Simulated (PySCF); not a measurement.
Gas-phase reaction: 2 CH₃SiH₃ + (CH₃)₂Si → 3 SiH₄ + C₄H₆ (butadiene)

Energies from PySCF, thermal terms from the rigid-rotor harmonic-oscillator model, ideal gas at 1 bar. † marks an energy on the PBE0/def2-TZVP geometry and frequencies; other levels use their own. CCSD(T) freezes the core. All species are closed-shell singlets. B3LYP is the form with VWN-RPA correlation. No R ln 2 is added for the mirror-image form of (CH₃)₂Si. (CH₃)₂Si: computed as isolated molecules; such fragments, hydroxides, amides, oligomers or adducts are transient or little studied in the gas. CCSD(T) isn't extrapolated to the basis-set limit; its ΔH°(298 K) is 73.4 kJ in def2-SVP and 106.5 kJ in def2-TZVPP. The harmonic model lacks anharmonicity and excited electronic states, which grow with temperature; levels with a mode under 35 cm⁻¹ are left out. Internal rotation in CH₃SiH₃, (CH₃)₂Si, C₄H₆ (butadiene) is treated as a harmonic vibration of one conformer, which makes the entropy rough.

ΔH° and ΔS° at 298 K: B3LYP/def2-TZVP† 84 kJ, 83 J/K; BLYP/def2-TZVP† 67 kJ, 83 J/K; CCSD(T)/def2-TZVPP† 107 kJ, 83 J/K; PBE/def2-SVP 101 kJ, 82 J/K; PBE/def2-TZVP† 113 kJ, 83 J/K; PBE0/def2-SVP† 119 kJ, 83 J/K.

**Question.** With the heat capacities included, give log10 K (1 bar) at 600, 1000, 1400, 1800, 2000 K from B3LYP/def2-TZVP†, BLYP/def2-TZVP†, CCSD(T)/def2-TZVPP†, PBE/def2-SVP, PBE/def2-TZVP†, PBE0/def2-SVP†.

**Answer.** 
```csv
T (K),B3LYP/def2-TZVP†,BLYP/def2-TZVP†,CCSD(T)/def2-TZVPP†,PBE/def2-SVP,PBE/def2-TZVP†,PBE0/def2-SVP†
600,-3.1,-1.6,-5.1,-4.6,-5.7,-6.2
1000,-0.3,0.5,-1.5,-1.2,-1.9,-2.2
1400,0.8,1.4,0.0,0.2,-0.3,-0.5
1800,1.4,1.9,0.8,0.9,0.6,0.4
2000,1.6,2.1,1.0,1.2,0.8,0.7
```
